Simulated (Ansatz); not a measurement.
Basis-set extrapolation for C₅H₆S, SMILES `Cc1ccsc1` (PBE0-D4/def2-TZVP geometry, frozen core, Ansatz 0.2.0). Multiplicity 1, RHF reference.

```
                      def2-TZVPP   def2-QZVPP
                 HF  -590.432137  -590.451730
    MP2 correlation    -0.986852    -1.053193
CCSD(T) correlation    -1.073316      not run
```

Energies in hartree. Use E(X) = E(∞) + A·exp(−7.88·√X) for Hartree–Fock and E(X) = E(∞) + B·X^(−2.97) for correlation, with X = 3 and 4, and add CCSD(T) minus MP2 of the smaller set to the MP2 limit.

Q: What is the CCSD(T) energy at the basis-set limit?

A: HF limit: -590.451730 + (-0.019593) × 0.13774 = -590.45443. MP2 limit: -1.053193 + (-0.066341) × 0.74074 = -1.10233. Higher-order term: -1.073316 − (-0.986852) = -0.08646. Total: -591.64322 hartree, 361.7 kJ/mol below CCSD(T)/def2-TZVPP.
